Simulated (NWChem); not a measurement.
**CAM-B3LYP/6-311+G(d,p) run of CH5FSi (SMILES C[SiH2]F)**

What is the vertical ionisation energy of CH5FSi at CAM-B3LYP/6-311+G**? 

Program for the calculation: NWChem 7.3.0.

## (1) The system as given

The species is CH5FSi (8 atoms), meant as a singlet with charge 0. SMILES: `C[SiH2]F`. The coordinates come from a PBE0-D4/def2-TZVP relaxation.

Bond lengths: C1–Si2 1.853 Å, Si2–F3 1.604 Å, C1–H4 1.092 Å, C1–H5 1.094 Å, C1–H6 1.092 Å, Si2–H7 1.485 Å, Si2–H8 1.485 Å. Some angles: C1–Si2–F3 109.4°, C1–Si2–H7 111.5°, C1–Si2–H8 111.5°, F3–Si2–H7 107.3°, F3–Si2–H8 107.3°, Si2–C1–H4 111.0°, Si2–C1–H5 110.1°, Si2–C1–H6 111.1°, H7–Si2–H8 109.7°, H4–C1–H5 108.1°.

## (2) A single-point energy at CAM-B3LYP/6-311+G(d,p)

The input, ch5fsi.nw:

```
start ch5fsi
title "CH5FSi"
memory 2200 mb

geometry units bohr noautosym nocenter noautoz
  C     -0.98530320     1.32337521    -0.82581032
  Si     0.84735319    -1.21320417     0.74681976
  F      3.67835190    -1.22756609    -0.33788303
  H     -1.06278197     1.02517642    -2.86690350
  H     -2.92283940     1.34775267    -0.10676953
  H     -0.14588686     3.17530681    -0.46940797
  H      1.01799546    -0.79519675     3.51621340
  H     -0.25265638    -3.74392540     0.23810549
end

basis spherical bse
  * library 6-311+G**
end

dft
  xc xcamb88 1.00 lyp 0.81 vwn_5 0.19 hfexch 1.00
  cam 0.33 cam_alpha 0.19 cam_beta 0.46
  mult 1
  grid fine
  convergence energy 1e-08
  direct
  maxiter 100
  mulliken
  noprint "final vectors analysis"
end

task dft energy
```

Launch:

```bash
$ nwchem ch5fsi.nw > ch5fsi.out
```

Standard output:

```text
[...]
          Wavefunction type:  closed shell.
          No. of atoms     :     8
          No. of electrons :    34
[...]
          Charge           :     0
          Spin multiplicity:     1
[...]
          AO basis - number of functions:   104
[...]
              XC Information
              --------------
                     Hartree-Fock (Exact) Exchange  1.000
                   CAM-Becke88 Exchange Functional  1.000
                      VWN V Correlation Functional  0.190 local
              Lee-Yang-Parr Correlation Functional  0.810
[...]
 d= 0,ls=0.0,diis     1   -430.4621071972 -5.46D+02  5.81D-03  9.87D-01     4.9
[...]
 d= 0,ls=0.0,diis     8   -430.5231877963 -9.47D-09  1.47D-06  1.61D-07    40.8
         Total DFT energy =     -430.523187796267
      One electron energy =     -825.535834705654
           Coulomb energy =      317.769060172667
    Exchange-Corr. energy =      -38.715528743537
 Nuclear repulsion energy =      115.959115480258
[...]
      Total Density - Mulliken Population Analysis
     ---------------------------------------------
    Atom       Charge   Shell Charges
 -----------   ------   -------------------------------------------------------
    1 C    6     6.75   1.10  0.89  0.66  0.73  1.56  0.56  1.14  0.06  0.03  0.03
    2 Si  14    13.14   0.79  1.18  0.95  1.04  0.82  0.38  1.98  3.89  0.69  1.07  0.08  0.01  0.01  0.26
    3 F    9     9.32   1.08  0.92  1.19  1.07  2.36  0.91  1.82 -0.11  0.08  0.00
    4 H    1     0.83   0.27  0.46  0.08  0.02
    5 H    1     0.84   0.27  0.46  0.09  0.02
    6 H    1     0.83   0.27  0.46  0.08  0.02
    7 H    1     1.14   0.25  0.58  0.30  0.01
    8 H    1     1.14   0.25  0.58  0.30  0.01
[...]
```

Wall time 41 s (1 thread of Intel Xeon 6975P-C (Granite Rapids), shared host); peak memory 0.11 GiB.

## (3) The doublet cation at the same level

The input, ch5fsi.nw:

```
start ch5fsi
title "CH5FSi energy"
memory 2200 mb
charge 1

geometry noautosym nocenter noautoz
  C    -0.521400    0.700300   -0.437000
  Si    0.448400   -0.642000    0.395200
  F     1.946500   -0.649600   -0.178800
  H    -0.562400    0.542500   -1.517100
  H    -1.546700    0.713200   -0.056500
  H    -0.077200    1.680300   -0.248400
  H     0.538700   -0.420800    1.860700
  H    -0.133700   -1.981200    0.126000
end

basis spherical bse
  * library 6-311+G**
end

dft
  xc xcamb88 1.00 lyp 0.81 vwn_5 0.19 hfexch 1.00
  cam 0.33 cam_alpha 0.19 cam_beta 0.46
  mult 2
  grid fine
  convergence energy 1e-08
  direct
  iterations 100
  mulliken
  print low
end

task dft
```

Launch:

```bash
$ nwchem ch5fsi.nw > ch5fsi.out
```

Standard output:

```text
[...]
 d= 0,ls=0.0,diis     1   -429.8613622335 -5.46D+02  6.45D-03  7.49D-01     5.8
[...]
 d= 0,ls=0.5,diis    33   -430.0780589926 -8.65D-09  8.21D-08  4.02D-09   196.0
[...]
         Total DFT energy =     -430.078058998528
      One electron energy =     -816.769179228894
           Coulomb energy =      309.077300163615
    Exchange-Corr. energy =      -38.345303751490
 Nuclear repulsion energy =      115.959123818242
[...]
      Total Density - Mulliken Population Analysis
     ---------------------------------------------
    Atom       Charge   Shell Charges
 -----------   ------   -------------------------------------------------------
    1 C    6     6.74   1.10  0.88  0.66  0.73  1.57  0.57  1.11  0.07  0.00  0.03
    2 Si  14    13.16   0.79  1.18  0.95  1.04  0.88  0.39  1.98  3.89  0.67  1.06  0.11 -0.01 -0.00  0.25
    3 F    9     9.15   1.08  0.92  1.18  1.09  2.33  0.91  1.74 -0.12  0.02  0.00
    4 H    1     0.75   0.26  0.43  0.03  0.03
    5 H    1     0.78   0.26  0.44  0.05  0.02
    6 H    1     0.75   0.26  0.43  0.03  0.03
    7 H    1     0.84   0.22  0.50  0.11  0.01
    8 H    1     0.84   0.22  0.50  0.11  0.01
[...]
      <S2> =      0.7639 (Exact =     0.7500)
[...]
```

Run time: 3.4 min. Hardware: 1 thread of Intel Xeon 6975P-C (Granite Rapids), shared host; peak memory 0.11 GiB.

## (4) Summary of results

Level: CAM-B3LYP/6-311+G**.

| quantity | value |
| --- | --- |
| singlet CH5FSi: total energy | -430.52319 Eh |
| singlet CH5FSi: dipole moment | 1.98 D |
| doublet cation: total energy | -430.07806 Eh |
| doublet cation: ⟨S²⟩ | 0.764 |
| vertical ionisation energy (to the doublet cation) | 12.113 eV |

**Reading.** The vertical ionisation energy comes to 12.11 eV (279 kcal/mol). Mulliken charges (singlet CH5FSi) run from -0.75 on C1 to +0.86 on Si2; in a basis this large or diffuse they mean little.
